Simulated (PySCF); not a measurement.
C3H9N, SMILES CN(C)C. Coordinates come from a B3LYP-D3(BJ)/def2-SVP optimisation.

Computed equilibrium geometry at B3LYP-D3(BJ)/def2-SVP (PySCF confirms it by a frequency run) as a Z-matrix, and its point group:
point group C3v.
```
N
C 1 1.4466
H 2 1.1017 1 110.18
H 2 1.1017 3 107.87 1 -120.31
H 2 1.1166 3 107.58 4 -115.79
C 1 1.4466 2 112.40 3 56.54
H 6 1.1017 1 110.18 2 -175.45
H 6 1.1017 7 107.87 1 -120.31
H 6 1.1166 7 107.58 8 -115.79
C 1 1.4466 2 112.40 3 -175.45
H 10 1.1017 1 110.18 2 56.54
H 10 1.1017 11 107.87 1 -120.31
H 10 1.1166 11 107.58 12 -115.79
```
